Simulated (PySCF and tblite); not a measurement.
The numbers below are computed, except where a source is named.
C3H8O, numbered as in [CH3:1][CH2:2][O:3][CH3:4].

Conformers came from 90 starts (ETKDG and KDG, MMFF94s, GFN2-xTB); geometries are PBE0-D3(BJ)/def2-SVP. Weights use PBE0-D3(BJ)/def2-TZVP energies plus GFN2-xTB zero-point and thermal terms (modes under about 100 cm⁻¹ blended into free rotors). Symmetry numbers and mirror images are counted. Conformers within 4 kcal/mol (GFN2-xTB free energy) were kept, 5 at most. Codes: tblite and PySCF.

Torsions listed: C1–C2–O3–C4. Of a mirror pair one member is shown.

| conformer | shape | symmetry |
| --- | --- | --- |
| 1 | 180° | Cs |
| 2 | 73° | C1 (pair) |

(1) Which of these conformers is the most populated at 298.15 K, and with what share?

(2) Give the DFT energies and free energies relative to the lowest, and all weights.

(3) How does its share change from 180 K to 400 K?

Answers

(1) Conformer 1, about 86 %.

(2) 
```csv
conformer,shape,E(DFT) kcal/mol,G(298.15 K) kcal/mol,weight %
1,180°,0.00,0.00,85.9
2,73°,1.29,1.07,14.1
```

(3) From 97 % to 77 %; the mixing entropy goes from 0.33 to 1.40 cal/(mol K).
